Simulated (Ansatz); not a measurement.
# Which method gave which barrier?

Saddle point of SiN2H8, singlet (SiN₂H₆ ([NH2][SiH2][NH2]) + H₂ → SiNH₅ ([NH2][SiH3]) + NH₃; bonds formed: Si1–H7, N2–H6; bonds broken: Si1–N2, H6–H7), PBE0-D4/def2-TZVP structure:

```tsv
atom	x (Å)	y (Å)	z (Å)
Si1	-0.2588	-0.5319	0.2047
N2	1.3474	-0.0231	-0.6070
H3	-0.7444	-1.5015	-0.8495
H4	0.0954	-1.4496	1.3178
N5	-1.5401	0.5858	0.0965
H6	1.2852	0.6092	0.4207
H7	0.5417	0.7767	1.2863
H8	2.0552	-0.7325	-0.7605
H9	1.2317	0.5498	-1.4346
H10	-1.6283	1.3661	0.7237
H11	-2.3850	0.3512	-0.3982
```

Ansatz 0.2.0; basis: def2-TZVPP, with def2-QZVPP for the basis limit; cores frozen in the correlated methods. Extrapolation: Hartree–Fock as exp(−7.88 √X), correlation as X^−2.97. Four methods, as single points on the PBE0-D4 structures, gave these electronic barriers from the start structure: 30.12, 41.24, 47.40, 59.52 kcal/mol.

(1) The methods were, in alphabetical order, HF, MP2, PBE0-D4, SPW92. Which gave which? (A judgement: the text doesn't fix the answer.)

The T1 diagnostic stays at or below 0.011.

Answers

(1) By the calculation: SPW92 30.12; PBE0-D4 41.24; MP2 47.40; HF 59.52 kcal/mol. For comparison, CCSD(T) at an estimated basis limit (MP2 extrapolated from triple and quadruple zeta, plus CCSD(T) − MP2 in triple zeta) gives 47.59 kcal/mol.

Labels in which every atom is bracketed show which atoms are joined, not bond orders.

For scale, one of the runs: CCSD(T)/def2-TZVPP, 216 basis functions (an equivalent command: `ansatz run in.yaml --threads 4`). Hardware: 4 CPU threads, shared host. Wall time 35 s; peak host memory 3.1 GiB.
